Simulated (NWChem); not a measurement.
# Basis-set convergence for difluoromethane (CH₂F₂)

```xyz
5

F      1.1105     0.0000    -0.2897
C      0.0000     0.0000     0.4951
F     -1.1105     0.0000    -0.2897
H      0.0000     0.9226     1.1222
H      0.0000    -0.9226     1.1222
```
Charge 0, spin multiplicity 1.

Everything below was run with NWChem. The geometry was optimised at PBE/def2-SVP, a minimum by its harmonic frequencies.

Quantity: vertical ionisation energy at the level ΔPBE0 (Δ: difference of total energies, the cation a doublet at the parent's geometry with its hole in an orbital of symmetry b2 (C2v labels); it is the state that the SCF runs reached, from PBE0 orbitals for Hartree-Fock references, and need not be the lowest).

The Pople sets run with spherical d functions. No SCF solution was tested for a lower state.

```
basis        functions  vertical ionisation energy (eV)
-----------  ---------  -------------------------------
3-21G               31                                …
6-31G*              46                                …
pcseg-1             52                            12.92
6-31+G*             58                            12.97
6-311++G**          80                            12.98
aug-cc-pVDZ         87                                …
pcseg-2            118                            12.90
def2-TZVPP         121                            12.85
```

Problem. Some entries are withheld; supply them.

Solution. 
- 3-21G, vertical ionisation energy (eV): 12.41
- 6-31G*, vertical ionisation energy (eV): 12.58
- aug-cc-pVDZ, vertical ionisation energy (eV): 12.89
